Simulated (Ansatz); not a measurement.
**Chlorine (Cl₂): small, medium and large basis sets**

An exercise on one series of results from a longer session: the logs are not shown, and one member is left open.

Computed with Ansatz 0.2.0, Gaussian basis. Level: one geometry, several basis sets.

The runs, in order: PBE0-D4/def2-SVP; ωB97M-V/def2-SVP; PBE0-D4/def2-QZVPP; ωB97M-V/def2-QZVPP; CCSD(T)/cc-pV(D+d)Z; CCSD(T)/cc-pV(T+d)Z; CCSD(T)/cc-pV(Q+d)Z; the functionals' def2-TZVPP values are taken from earlier runs.

### Structure used throughout

An earlier PBE0-D4 in a triple-zeta def2 set relaxation fixed the geometry.

2 atoms, charge 0, spin multiplicity 1.

Atoms are counted from 1 here; the program's logs count them from 0.

Bond lengths: Cl1–Cl2 1.982 Å.

Coordinates:

```mol
Cl2
  3D, bonds by distance, orders not assigned

  2  1  0  0  0  0  0  0  0  0999 V2000
    0.8457   -0.2816    0.4336 Cl  0  0
   -0.8457    0.2816   -0.4336 Cl  0  0
  1  2  8  0
M  END
```

The first run:

in.yaml

```yaml
crystal:
  periodic: [false, false, false]
  atoms:
    - {symbol: Cl, position_ang: [0.845691, -0.281595, 0.433600]}
    - {symbol: Cl, position_ang: [-0.845691, 0.281595, -0.433600]}
basis:
  gaussian: {orbitals: def2-SVP}
hamiltonian: {xc: pbe0, dispersion: d4}
output: {orbitals: {seedname: orbitals}}
```

The run is started by

```sh
$ ansatz run in.yaml --threads 2 --pin off --events-out ev --progress --plain --max-ram 32768MiB --backend cpu
```

Among the steps run: PBE0-D4 in def2-SVP; ωB97M-V in def2-SVP; PBE0-D4 in def2-QZVPP; ωB97M-V in def2-QZVPP.

One of the session's tables, all rows but one given; the rest of the session is left out.

It belongs to the step «Density functionals: the series». 

| functional | basis | HOMO (eV) | LUMO (eV) |
| --- | --- | --- | --- |
| PBE0-D4 | def2-SVP | -8.50 | -2.81 |
| PBE0-D4 | def2-TZVPP | -8.65 | -3.00 |
| PBE0-D4 | def2-QZVPP | -8.70 | -3.07 |
| ωB97M-V | def2-SVP | -10.72 | -0.34 |
| ωB97M-V | def2-TZVPP | ? | ? |
| ωB97M-V | def2-QZVPP | -10.97 | -0.82 |

Q: Estimate the row for ωB97M-V, def2-TZVPP from the others.

**Answer.** HOMO (eV): -10.90; LUMO (eV): -0.66. In the column «HOMO (eV)» it lies between ωB97M-V, def2-QZVPP (-10.97) and ωB97M-V, def2-SVP (-10.72).
